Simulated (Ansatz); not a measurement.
Reaction (hydrogen abstraction from the O–H bond): `OCF` + `[OH]`• → `[O]CF`• + H₂O

Gas-phase electronic energies from Ansatz, PBE0-D4/def2-TZVP geometries. CCSD(T)/CBS is the MP2 limit (def2-TZVPP, def2-QZVPP) plus CCSD(T) − MP2 in def2-TZVPP, frozen cores. This one scheme is used for every species. DFT in def2-TZVPP. B3LYP here is the variant with VWN-RPA as its local correlation; programs differ in this. HSE06 is defined as in plane-wave codes. Open shells (•) are unrestricted, without spin–orbit coupling. Each species was taken in one conformer, which may not be the lowest.

**Question.** Is it downhill or uphill in electronic energy at CCSD(T)/CBS, and by how much? (Estimate.)

**Answer.** Ansatz gave: Downhill: ΔE = -12.7 kcal/mol.

**Question.** What do these levels give: LDA (SPW92), PBE-D4, B3LYP-D4, HSE06-D4, ωB97M-V, revPBE, BLYP, BHLYP, CCSD/def2-SVP, CCSD/def2-TZVPP, MP2/def2-QZVPP, MP2/CBS(def2)? (Estimate.)

**Answer.** Computed: LDA (SPW92) -25.0, PBE-D4 -19.9, B3LYP-D4 -15.5, HSE06-D4 -15.4, ωB97M-V -14.2, revPBE -18.9, BLYP -19.1, BHLYP -11.9, CCSD/def2-SVP -9.8, CCSD/def2-TZVPP -11.2, MP2/def2-QZVPP -10.7, MP2/CBS(def2) -11.0 kcal/mol.

Largest T1 diagnostic among the species: 0.021.

In def2-TZVPP, CCSD(T) changes the Hartree–Fock value by −4.7 kcal/mol (the triples alone add −0.7 kcal/mol) and MP2 by −3.0 kcal/mol. From BLYP to BHLYP (50 % exact exchange), in def2-TZVPP and without D4, ΔE moves by +7.2 kcal/mol. Leaving LDA and LC-ωPBE aside and taking each functional with its dispersion term where it has one, the values, not all of them listed here, spread over 8.1 kcal/mol, from PBE-D4 to BHLYP-D4. LDA lies −5.0 kcal/mol from PBE without D4.
